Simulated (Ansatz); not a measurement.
**InH₂⁻, singlet along the distance In1-H3**

Starting geometry (PBE0/def2-TZVPD stationary point for this spin, not checked as a minimum):

```yaml
atoms:
  - { symbol: In, position_ang: [0.0000, -0.0225, 0.0000] }
  - { symbol: H, position_ang: [0.0000, 1.2795, -1.3648] }
  - { symbol: H, position_ang: [0.0000, 1.2795, 1.3648] }
```

From there H3 moves along the line of the two atoms named below, all else staying in place; atoms are numbered as listed. Energies are in eV, counted from the starting geometry at the same level. Kohn–Sham curves are unrestricted where that lies lower.

Basis def2-TZVPD with its core potentials; Ansatz 0.2.0. Correlated methods freeze the noble-gas cores and the filled d shells of p-block atoms. R marks a restricted (for open shells ROHF) determinant, U an unrestricted one. Active spaces: valence = (6e, 6o) chosen from the atoms' valence shells. No spin–orbit coupling is included; scalar relativity enters through the core potentials alone.

Unrestricted rows (U, and Kohn–Sham where it breaks symmetry) aren't spin-pure: their determinants' ⟨S²⟩ exceeds S(S+1) by up to 0.94, so they mix in states of higher spin, at the starting point too. Runs in a small pair space aren't shown, since their orbitals change along the scan.

Full CI isn't at hand for all of this; RCCSDTQ serves as the reference, and is uncertain by the last step of the cluster series or more. The frozen core follows each run's orbitals, which can shift R against U totals by a few meV for light atoms and by up to 0.1 eV past Ca.

```json
{"distance In1-H3 (Å)": "1.671", "RCCSDTQ": "0.233", "curve A": "0.189", "curve B": "0.213", "curve C": "0.228", "curve D": "0.233"}
{"distance In1-H3 (Å)": "1.886", "RCCSDTQ": "0.000", "curve A": "0.000", "curve B": "0.000", "curve C": "0.000", "curve D": "0.000"}
{"distance In1-H3 (Å)": "2.119", "RCCSDTQ": "0.096", "curve A": "0.138", "curve B": "0.093", "curve C": "0.101", "curve D": "0.097"}
{"distance In1-H3 (Å)": "2.584", "RCCSDTQ": "0.571", "curve A": "0.666", "curve B": "0.543", "curve C": "0.581", "curve D": "0.575"}
{"distance In1-H3 (Å)": "3.543", "RCCSDTQ": "1.391", "curve A": "1.450", "curve B": "1.311", "curve C": "1.401", "curve D": "1.398"}
{"distance In1-H3 (Å)": "5.083", "RCCSDTQ": "2.096", "curve A": "1.828", "curve B": "1.775", "curve C": "2.161", "curve D": "2.104"}
```

(1) The curves come from B3LYP, BCCD(T), MRCISD+Q (valence space), UHF. Compare each with RCCSDTQ and say which is which.

Functionals correlate the shells that the reference freezes, so part of their error here is the reference's.

## Answers

(1) A: UHF, B: B3LYP, C: MRCISD+Q (valence space), D: BCCD(T). Spread of the error against RCCSDTQ, over the points where both stand: A 0.363, B 0.321, C 0.070, D 0.008 eV. B3LYP at 5.083 Å lies 0.321 eV (15 %) below the reference in this basis.
